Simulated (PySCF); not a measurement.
Species: C2H3NO (triplet state).
Cartesian coordinates in Å at the PBE0-D3(BJ)/def2-SVP level; atoms count from 1:
```xyz
7
C2H3NO angstrom
C     -0.6558   -0.1489   -0.0108
C      0.8010    0.2253   -0.0164
N      1.7278   -0.7837   -0.0027
O      1.2101    1.3828   -0.0242
H     -1.0911    0.1333    0.9603
H     -0.8072   -1.2245   -0.1713
H     -1.1782    0.4254   -0.7890
```

Identity: `[N]C(=O)C` [triplet].

Method used: PySCF, UKS B3LYP, IGLO-III on C N O, pcH-1 on H, non-relativistic, mean-field spin-orbit, GIAO. Isolated species at its PBE0-D3(BJ)/def2-SVP geometry, gas phase. No stability test was run, so a lower SCF solution isn't excluded.

Principal values of hyperfine tensors in MHz (contact and dipolar terms together), for some of the nuclei:

```json
{"atom": "C2", "isotope": "13C", "A1": "-47.98", "A2": "-28.13", "A3": "-20.42"}
{"atom": "N3", "isotope": "14N", "A1": "-22.21", "A2": "32.93", "A3": "46.80"}
{"atom": "O4", "isotope": "17O", "A1": "-64.89", "A2": "-5.29", "A3": "14.12"}
{"atom": "H6", "isotope": "1H", "A1": "1.08", "A2": "2.68", "A3": "13.41"}
{"atom": "H5", "isotope": "1H", "A1": "-5.83", "A2": "-5.56", "A3": "0.52"}
{"atom": "H7", "isotope": "1H", "A1": "0.64", "A2": "1.18", "A3": "6.41"}
```

Question: Give the isotropic coupling of each nucleus in MHz and in mT (g = 2.0039), and the anisotropic part.

Answer: a_iso = (A1 + A2 + A3)/3, Ti = Ai − a_iso; 1 mT corresponds to 28.047 MHz.

```
atom  a_iso (MHz)  a_iso (mT)      T1     T2     T3
  C2       -32.18      -1.147  -15.80   4.04  11.76
  N3        19.17       0.684  -41.38  13.76  27.62
  O4       -18.69      -0.666  -46.20  13.39  32.80
  H6         5.72       0.204   -4.65  -3.04   7.69
  H5        -3.62      -0.129   -2.21  -1.94   4.15
  H7         2.74       0.098   -2.10  -1.56   3.67
```

Question: What spin density at the nucleus of H6 lies behind its contact coupling (g_N = 5.58569)?

Answer: a_FC = (2μ0/3) gₑ μB g_N μN ρ(0)/(2S·h) = 800.24 MHz × g_N × ρ(0)/(2S), with ρ in bohr⁻³. With a_FC = 5.72 MHz and 2S = 2, ρ(0) = 0.00256 bohr⁻³. In magnitude that is 0.8 % of the 1/π = 0.318 of a free hydrogen atom.

Question: C1 (13C, g_N = 1.40482) isn't in the table. Its spin density at the nucleus is 0.01513 bohr⁻³. What is its contact coupling?

Answer: By the same relation, a_FC = 8.50 MHz. Its full tensor has the principal values 5.97, 6.81, 12.73 MHz.

Question: Name the largest traceless tensor T of the table and describe it.

Answer: O4: -46.2, 13.4, 32.8 MHz, rhombic: the two smaller values differ by 42 % of the largest.
